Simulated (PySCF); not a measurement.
**Stretching CH⁺**

Set-up: basis H def2-SVP, C def2-SVP; no relativity; PySCF 2.14. Energies in eV from H + C⁺ in their ground configurations at the same level. State: ¹Σ⁺ (singlet), closed shell.

All columns are PBE0. A positive dipole points towards C; it is taken about the centre of mass and depends on that origin.

```tsv
R (Å)	E (eV)	μ (D)	Mulliken charge on H (basis-dependent)	HOMO (eV)	LUMO (eV)	Mayer bond order	⟨S²⟩
0.987	-3.639	-1.83	0.19	-20.13	-14.74	0.91	0.00
1.033	-3.906	-1.85	0.21	-20.04	-14.68	0.91	0.00
1.079	-4.060	-1.86	0.23	-19.94	-14.62	0.90	0.00
1.114	-4.118	-1.88	0.24	-19.87	-14.57	0.90	0.00
1.148	-4.135	-1.89	0.25	-19.79	-14.53	0.90	0.00
1.182	-4.119	-1.90	0.26	-19.71	-14.49	0.89	0.00
1.228	-4.055	-1.92	0.27	-19.60	-14.44	0.89	0.00
1.286	-3.925	-1.95	0.28	-19.45	-14.38	0.89	0.00
1.355	-3.717	-1.98	0.30	-19.26	-14.31	0.88	0.00
1.446	-3.383	-2.04	0.31	-18.99	-14.23	0.88	0.00
```

A fit through these points gives, at Re = 1.147 Å, μ = -1.89 D and dμ/dR = -0.365 D/Å; the reduced mass is 0.9297 u.

Q: How strong is the fundamental in the double-harmonic approximation, I = 42.26·(dμ/dR)²/μred km/mol?

A: I = 42.26·(-0.365)²/0.9297 = 6.06 km/mol at PBE0.

For an ion De counts to the pair picked by the measured ionisation energies or electron affinities, which need not be the lowest pair at this level.
